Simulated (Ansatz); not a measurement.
Geometry optimisation, RKS PBE0-D4/def2-SVP in Ansatz.

The input (input.yaml):

```yaml
crystal:
  periodic: [false, false, false]
  atoms:
    - { symbol: F, position_ang: [0.3496, -1.04828, 1.75016] }
    - { symbol: C, position_ang: [0.01995, -0.43555, 0.73323] }
    - { symbol: C, position_ang: [-0.08542, 0.20797, -0.35398] }
    - { symbol: Cl, position_ang: [-1.2325, 0.81093, -1.43399] }
    - { symbol: H, position_ang: [0.94838, 0.46493, -0.69542] }
total_charge: 1
basis:
  gaussian: { orbitals: def2-SVP }
hamiltonian:
  xc: pbe0
  dispersion: d4
relax:
  f_tol: 0.02
  max_steps: 50
```

Run as:

```bash
$ ansatz run input.yaml --threads 1 --pin off --max-ram 2048MiB --backend cpu --events-out ev --progress --plain --runs-dir out
```

**Question.** Where does it end, and by what steps?

**Answer.** It converged. Limits of this set-up: the dipole of an ion depends on the origin. After 13 steps the energy has fallen by 0.084 eV; Cl4 moved furthest, 0.18 Å.

```
step  energy less start (eV)  largest force component (eV/Å)  accepted
   0                  0.0000                           1.720       yes
   1                 -0.0455                           0.854       yes
   2                 -0.0055                           1.693        no
   3                 -0.0764                           0.313       yes
   4                 -0.0776                           0.213       yes
   5                 -0.0789                           0.191       yes
   6                 -0.0810                           0.274       yes
   7                 -0.0827                           0.277       yes
   8                 -0.0837                           0.120       yes
   9                 -0.0837                           0.118       yes
  10                 -0.0840                           0.068       yes
  11                 -0.0814                           0.185        no
  12                 -0.0843                           0.024       yes
  13                 -0.0843                           0.001       yes
```

```xyz
5
Properties=species:S:1:pos:R:3
F 0.194 -1.041 1.735
C 0.063 -0.423 0.703
C 0.016 0.242 -0.398
Cl -1.320 0.726 -1.298
H 1.046 0.497 -0.742
```

Time of the run: 29 s on 1 thread of Arm Neoverse V2, with other jobs on the host, peak memory 0.13 GiB.
